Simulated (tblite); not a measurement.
ClH₂Si (doublet state).
Numbering: `[SiH2:1][Cl:2]` (hydrogens: H3, H4 on Si1)

Structure used (GFN2-xTB), in Å, numbered top down from 1:
```xyz
4
ClH2Si angstrom
Si    -0.180    0.005    0.339
Cl     1.794   -0.015   -0.100
H     -0.812   -1.217   -0.124
H     -0.791    1.232   -0.137
```

The geometry is computed with GFN2-xTB (gas phase). This method treats the open shell by occupation alone, without spin polarisation.

Take the most abundant isotopes and a rigid rotor. 

(1) Give the principal moments of inertia and the rotational constants in MHz.

(2) What kind of rotor is it?

(3) Is it planar, by Δ = Ic − Ia − Ib?

## Answers

(1) Ia = 3.66, Ib = 69.41, Ic = 71.80 u·Å²; 505379 MHz·u·Å²/I gives A = 138078, B = 7281, C = 7039 MHz.

(2) A near-prolate asymmetric top: κ = (2 × 7281 − 138078 − 7039)/(138078 − 7039) = -1.00.

(3) Not planar: Δ = Ic − Ia − Ib = -1.27 u·Å². For a rigid frame Δ = −2 Σ m c², so Σ m c² = 0.64 u·Å² lies off the ab plane: 0.57 from hydrogen and 0.07 from heavier atoms. The atom farthest from that plane is 0.53 Å away.

For this open shell read J as N, the rotation without spin; fine and hyperfine splittings come on top. Its GFN2-xTB frequencies are all real (lowest 505 cm⁻¹). No vibrational averaging or centrifugal distortion is included, and the geometry carries the error of its method.

The run took under 0.1 s wall on one thread, Arm Neoverse V2 (aarch64), no GPU, shared host. That covers the optimisation of the geometry.
